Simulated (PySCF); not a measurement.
# BCl with other numerical set-ups

Aim: see how much the energy and properties of BCl depend on the numerical set-up.

The runs use PySCF 2.14.0; method and basis as typed in the scripts.

3 further runs of the same task are left out: 3 that didn't finish.

### Step 1. The starting structure

BCl: 2 atoms, charge 0, spin multiplicity 1.

Bond lengths: B1–Cl2 1.687 Å.

### Step 2. The base run

Input file input.py:

```python
from pyscf import gto, dft
from pyscf.geomopt.geometric_solver import optimize

mol = gto.M(
    atom='B 0 0 0; Cl 0 0 1.687',
    basis='6-311g**',
    charge=0,
    spin=0,
    symmetry=True,
    verbose=4,
)
mf = dft.RKS(mol, xc='scan')
mf.kernel()
g = mf.nuc_grad_method()
g.grid_response = True
mol_eq = optimize(g.as_scanner(), maxsteps=30)
print('optimised geometry (angstrom)')
print(mol_eq.tostring('raw'))
print('orbital energies (hartree):', mf.mo_energy[..., max(0, mol.nelec[1]-3):mol.nelec[0]+3].round(4))
```

On the command line:

```console
$ python input.py
```

Its log is not repeated here.

It gives: at the starting geometry E(SCF) = -485.007708 Eh, 8 cycles, optimised bond 1.728 Å in 4 steps; the optimisation lowers the energy by 0.020 eV.

### Step 3. 6-31g

Run 1 changes basis set: 6-311g** → 6-31g.

Input file input.py:

```python
from pyscf import gto, dft
from pyscf.geomopt.geometric_solver import optimize

mol = gto.M(
    atom='B 0 0 0; Cl 0 0 1.687',
    basis='6-31g',
    charge=0,
    spin=0,
    symmetry=True,
    verbose=4,
)
mf = dft.RKS(mol, xc='scan')
mf.kernel()
g = mf.nuc_grad_method()
g.grid_response = True
mol_eq = optimize(g.as_scanner(), maxsteps=30)
print('optimised geometry (angstrom)')
print(mol_eq.tostring('raw'))
print('orbital energies (hartree):', mf.mo_energy[..., max(0, mol.nelec[1]-3):mol.nelec[0]+3].round(4))
```

On the command line:

```console
$ python input.py
```

### Step 4. Integration grid 0

Run 2 changes integration grid: default → 0.

Changes to input.py since step 2:

```diff
@@ -12,2 +12,3 @@
 mf = dft.RKS(mol, xc='scan')
+mf.grids.level = 0
 mf.kernel()
```

### Step 5. 6-31g*

Run 3 changes basis set: 6-311g** → 6-31g*.

Changes to input.py since step 2:

```diff
@@ -5,3 +5,3 @@
     atom='B 0 0 0; Cl 0 0 1.687',
-    basis='6-311g**',
+    basis='6-31g*',
     charge=0,
```

### Step 6. Sbkjc (core potential on)

Run 4 changes basis set: 6-311g** → sbkjc; core potential: off → on. The core potential changes with it: totals don't compare.

Changes to input.py since step 2:

```diff
@@ -5,3 +5,4 @@
     atom='B 0 0 0; Cl 0 0 1.687',
-    basis='6-311g**',
+    basis='sbkjc',
+    ecp={'B': 'sbkjc', 'Cl': 'sbkjc'},
     charge=0,
```

Before running it: what results should come out? Wanted: for each run, E(SCF); from base; gap; after the SCF.

The runs gave:

```tsv
run	E(SCF) (hartree)	from base (eV)	cycles	gap (eV)	functions	after the SCF
base	-485.007708	0	8	3.86	44	bond 1.728 Å, -0.020 eV
6-31g	-484.943908	+1.7361	7	3.89	22	bond 1.808 Å, -0.146 eV
integration grid 0 (poor choice)	-484.987417	+0.5521	8	3.76	44	bond 1.710 Å, -0.008 eV
6-31g*	-484.972141	+0.9678	7	3.84	32	bond 1.739 Å, -0.031 eV
sbkjc (core potential on)	-17.618034	not comparable	8	4.08	16	bond 1.841 Å, -0.230 eV
```

SCF columns refer to the geometry typed in the script.

**Reading.** The largest comparable shift of the SCF energy, +1.736 eV, comes with the run “6-31g”. 6-31g (22 functions) gives an energy 1.74 eV higher than 6-311g** (44). 6-31g* (32 functions) gives an energy 0.97 eV higher than 6-311g** (44). Rows marked «poor choice» come from settings spoiled on purpose.
